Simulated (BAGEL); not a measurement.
**CH5NSi (SMILES C[Si]N): a chain of runs**

Aim: the energy (HF/def2-SV(P)), then a single-point energy (NEVPT2(2,2)/def2-SV(P)), then a single-point energy (CASPT2(2,2)/def2-SV(P)) of CH5NSi. 

The results are computed with BAGEL 1.2.2.

1 further run of the same task is left out (set aside as unsound or not needed).

## Step 1: The molecule

The species is CH5NSi (8 atoms), meant as a singlet with charge 0. As SMILES, `C[Si]N`. The C1–Si2 distance was set to 3.047 Å, away from the relaxed value. At this shape a bond of the SMILES string is far longer than usual.

Bond lengths: Si2–N3 1.709 Å, C1–H4 1.094 Å, C1–H5 1.094 Å, C1–H6 1.098 Å, N3–H7 1.008 Å, N3–H8 1.010 Å. Angles: Si2–N3–H7 121.7°, Si2–N3–H8 126.1°, H7–N3–H8 112.1°, H4–C1–H5 108.8°, H4–C1–H6 108.0°, H5–C1–H6 106.1°. A long bond or contact: C1–Si2 3.047 Å.

## Step 2: The energy at HF/def2-SV(P) (density fitting with svp-jkfit) (run 1)

Input file input.json:

```json
{ "bagel" : [

{
  "title" : "molecule",
  "basis" : "def2-sv_p_.json",
  "df_basis" : "svp-jkfit",
  "angstrom" : true,
  "geometry" : [
    { "atom" : "C", "xyz" : [      -1.634276,       0.927240,      -1.139978 ] },
    { "atom" : "Si", "xyz" : [       0.963800,       0.653800,       0.427700 ] },
    { "atom" : "N", "xyz" : [       0.932200,      -1.034400,       0.690700 ] },
    { "atom" : "H", "xyz" : [      -2.000676,       0.000740,      -1.592178 ] },
    { "atom" : "H", "xyz" : [      -1.536776,       1.685940,      -1.921978 ] },
    { "atom" : "H", "xyz" : [      -2.405676,       1.297540,      -0.451978 ] },
    { "atom" : "H", "xyz" : [       1.651200,      -1.501900,       1.220100 ] },
    { "atom" : "H", "xyz" : [       0.225200,      -1.675700,       0.360300 ] }
  ]
},

{ "title" : "hf" },

{ "title" : "print", "file" : "orbitals.molden", "orbitals" : true }

]}
```

The basis set def2-SV(P) is read from a file made from the Basis Set Exchange's data (not shown).

Started as:

```sh
$ BAGEL_NUM_THREADS=1 BAGEL input.json > input.out
```

Output:

```text
* using 1 threads per process

  ===============================================================
  ===============================================================

  *** Geometry ***

  { "atom" : "C", "xyz" : [     -3.088334,      1.752230,     -2.154246 ] },
  { "atom" : "Si", "xyz" : [      1.821318,      1.235503,      0.808236 ] },
  { "atom" : "N", "xyz" : [      1.761603,     -1.954733,      1.305234 ] },
  { "atom" : "H", "xyz" : [     -3.780730,      0.001398,     -3.008780 ] },
  { "atom" : "H", "xyz" : [     -2.904086,      3.185965,     -3.632012 ] },
  { "atom" : "H", "xyz" : [     -4.546069,      2.451995,     -0.854115 ] },
  { "atom" : "H", "xyz" : [      3.120316,     -2.838180,      2.305655 ] },
  { "atom" : "H", "xyz" : [      0.425566,     -3.166614,      0.680868 ] },

  Number of auxiliary basis functions:      370

  Since a DF basis is specified, we compute 2- and 3-index integrals:
    o Being stored without compression. Storage requirement is 0.009 GB

  Number of basis functions:       56
  Number of electrons      :       32

    * METHOD: MOLECULE                             0.10

  *** RHF ***

  === Nuclear Repulsion ===
    85.4299711585

      * DIIS with orbital gradients will be used.

  === RHF iteration (def2-sv_p_.json) ===
      0       -383.55696672          0.02832625           0.02
      1       -383.71501616          0.02235373           0.02
      2       -383.85784466          0.00235831           0.02
      3       -383.86170100          0.00109726           0.02
      4       -383.86227400          0.00034030           0.02
      5       -383.86239080          0.00013416           0.02
      6       -383.86240685          0.00003301           0.02
      7       -383.86240801          0.00001088           0.02
      8       -383.86240809          0.00000462           0.02
      9       -383.86240810          0.00000172           0.02
     10       -383.86240810          0.00000035           0.02
     11       -383.86240810          0.00000018           0.02
     12       -383.86240810          0.00000004           0.02
     13       -383.86240810          0.00000002           0.02
     14       -383.86240810          0.00000001           0.02
    * SCF iteration converged.

    * Permanent dipole moment:
           (   -0.858202,     0.946858,    -0.686927) a.u.

    * METHOD: HF                                   0.41

    * METHOD: PRINT                                0.01

  ===============================================================
```

It took 0.68 s on 1 thread of Arm Neoverse V2, shared host; peak memory 0.14 GiB.

## Step 3: The energy at NEVPT2(2,2)/def2-SV(P) (density fitting with svp-jkfit) (run 2)

Input file job.json:

```json
{ "bagel" : [

{
  "title" : "molecule",
  "basis" : "def2-sv_p_.json",
  "df_basis" : "svp-jkfit",
  "angstrom" : true,
  "geometry" : [
    { "atom" : "C", "xyz" : [      -1.634276,       0.927240,      -1.139978 ] },
    { "atom" : "Si", "xyz" : [       0.963800,       0.653800,       0.427700 ] },
    { "atom" : "N", "xyz" : [       0.932200,      -1.034400,       0.690700 ] },
    { "atom" : "H", "xyz" : [      -2.000676,       0.000740,      -1.592178 ] },
    { "atom" : "H", "xyz" : [      -1.536776,       1.685940,      -1.921978 ] },
    { "atom" : "H", "xyz" : [      -2.405676,       1.297540,      -0.451978 ] },
    { "atom" : "H", "xyz" : [       1.651200,      -1.501900,       1.220100 ] },
    { "atom" : "H", "xyz" : [       0.225200,      -1.675700,       0.360300 ] }
  ]
},

{
  "title" : "hf",
  "charge" : 0
},

{
  "title" : "nevpt2",
  "nstate" : 1,
  "nact" : 2,
  "nclosed" : 15,
  "charge" : 0,
  "active" : [16, 18],
  "maxiter" : 200,
  "natocc" : true,
  "ncore" : 7
},

{
  "title" : "print",
  "file" : "orbitals.molden",
  "orbitals" : true
}

]}
```

The basis set def2-SV(P) is read from a file made from the Basis Set Exchange's data (not shown).

Started as:

```sh
$ BAGEL_NUM_THREADS=1 BAGEL job.json > job.out
```

Output:

```text
* using 1 threads per process

  ===============================================================
  ===============================================================

  *** Geometry ***

  { "atom" : "C", "xyz" : [     -3.088334,      1.752230,     -2.154246 ] },
  { "atom" : "Si", "xyz" : [      1.821318,      1.235503,      0.808236 ] },
  { "atom" : "N", "xyz" : [      1.761603,     -1.954733,      1.305234 ] },
[... 4 lines of this table left out ...]
  { "atom" : "H", "xyz" : [      0.425566,     -3.166614,      0.680868 ] },

  Number of auxiliary basis functions:      370

  Since a DF basis is specified, we compute 2- and 3-index integrals:
    o Being stored without compression. Storage requirement is 0.009 GB

[... 18 lines left out ...]
    * SCF iteration converged.
[... 1 line left out ...]
    * Permanent dipole moment:
[... 28 lines left out ...]
    * Second-order optimization converged. *

     guess   0:   closed 1.                   open ..

  === FCI iteration ===

      0  0      -383.85726108     6.81e-02      0.00
      1  0      -383.90305388     1.19e-02      0.00
      2  0 *    -383.90480090     2.26e-16      0.00

     * ci vector, state   0, <S^2> = 0.0000
       2.     0.9434923606
       .2    -0.3313942750

  === DF-NEVPT2 calculation ===

    * 3-index integral transformation done
    * assembly done

      NEVPT2 correlation energy:   -0.3431892886      0.04

          (+0)     -0.2787582190
          (+0)'    -0.0191364421
          (+1)     -0.0088340876
          (+1)'    -0.0000000000
          (+2)     -0.0006361368
          (-1)     -0.0340645130
          (-1)'     0.0000000000
          (-2)     -0.0017598901

      NEVPT2 total energy:       -384.2479901876

    * METHOD: NEVPT2                               1.89

    * METHOD: PRINT                                0.01

  ===============================================================
```

It took 2.6 s on 1 thread of Arm Neoverse V2, shared host; peak memory 0.14 GiB.

## Step 4: The energy at CASPT2(2,2)/def2-SV(P) (density fitting with svp-jkfit) (run 3)

job.json, as its differences from that of step 3:

```diff
@@ -20,4 +20,3 @@
 {
-  "title" : "hf",
-  "charge" : 0
+  "title" : "hf"
 },
@@ -25,3 +24,3 @@
 {
-  "title" : "nevpt2",
+  "title" : "casscf",
   "nstate" : 1,
@@ -29,7 +28,5 @@
   "nclosed" : 15,
-  "charge" : 0,
   "active" : [16, 18],
   "maxiter" : 200,
-  "natocc" : true,
-  "ncore" : 7
+  "natocc" : true
 },
@@ -40,2 +37,13 @@
   "orbitals" : true
+},
+
+{
+  "title" : "smith",
+  "method" : "caspt2",
+  "ms" : true,
+  "xms" : true,
+  "sssr" : true,
+  "shift" : 0.2,
+  "shift_imag" : true,
+  "ncore" : 7
 }
```

The basis set def2-SV(P) is read from a file made from the Basis Set Exchange's data (not shown).

Started as:

```sh
$ BAGEL_NUM_THREADS=1 BAGEL job.json > job.out
```

Output:

```text
* using 1 threads per process

  ===============================================================
  ===============================================================

  *** Geometry ***

  { "atom" : "C", "xyz" : [     -3.088334,      1.752230,     -2.154246 ] },
  { "atom" : "Si", "xyz" : [      1.821318,      1.235503,      0.808236 ] },
  { "atom" : "N", "xyz" : [      1.761603,     -1.954733,      1.305234 ] },
[... 4 lines of this table left out ...]
  { "atom" : "H", "xyz" : [      0.425566,     -3.166614,      0.680868 ] },

  Number of auxiliary basis functions:      370

  Since a DF basis is specified, we compute 2- and 3-index integrals:
    o Being stored without compression. Storage requirement is 0.009 GB

[... 18 lines left out ...]
    * SCF iteration converged.
[... 1 line left out ...]
    * Permanent dipole moment:
[... 27 lines left out ...]
    * Second-order optimization converged. *
[... 9 lines left out ...]
     * ci vector, state   0, <S^2> = 0.0000
[... 16 lines left out ...]
    * Zeroth order energy : state  0       -0.4224772400
[... 4 lines left out ...]
       #      aibj      arbs      arbi      airj      risj      airs      arst      rist         Etot      error   time
[... 2 lines left out ...]
       0  -0.27739  -0.00219  -0.03530  -0.00936  -0.00094  -0.01775  -0.00000   0.00000   -0.3429281  0.0013959   0.02
       1  -0.27746  -0.00221  -0.03539  -0.00941  -0.00098  -0.01800  -0.00000  -0.00000   -0.3434464  0.0002173   0.02
       2  -0.27746  -0.00221  -0.03538  -0.00941  -0.00098  -0.01801  -0.00000  -0.00000   -0.3434613  0.0000389   0.02
       3  -0.27746  -0.00221  -0.03538  -0.00941  -0.00098  -0.01801  -0.00000  -0.00000   -0.3434618  0.0000062   0.02
       4  -0.27746  -0.00221  -0.03538  -0.00941  -0.00098  -0.01801   0.00000  -0.00000   -0.3434618  0.0000008   0.02

      ------------------------------------------------------------------------------------------------------------------

    * CASPT2 energy : state  0     -384.2507574638
        w/o shift correction       -384.2482626844
        reference weight              0.8841127431

    * METHOD: SMITH                                0.16

  ===============================================================
```

Run time: 2.7 s. Hardware: 1 thread of Arm Neoverse V2, shared host; peak memory 0.14 GiB.

## Step 5: What came out

```
                                   quantity          value
         run 1, HF/def2-SV(P): total energy  -383.86241 Eh
        run 1, HF/def2-SV(P): dipole moment         3.69 D
          run 1, HF/def2-SV(P): HOMO energy       -7.12 eV
          run 1, HF/def2-SV(P): LUMO energy        1.49 eV
        run 1, HF/def2-SV(P): HOMO–LUMO gap        8.61 eV
run 2, NEVPT2(2,2)/def2-SV(P): total energy  -384.24799 Eh
run 3, CASPT2(2,2)/def2-SV(P): total energy  -384.25076 Eh
```

What this shows: One bond (run 1, HF/def2-SV(P)) is far stretched, which a spin-restricted single reference describes badly; a broken-symmetry solution may lie lower.
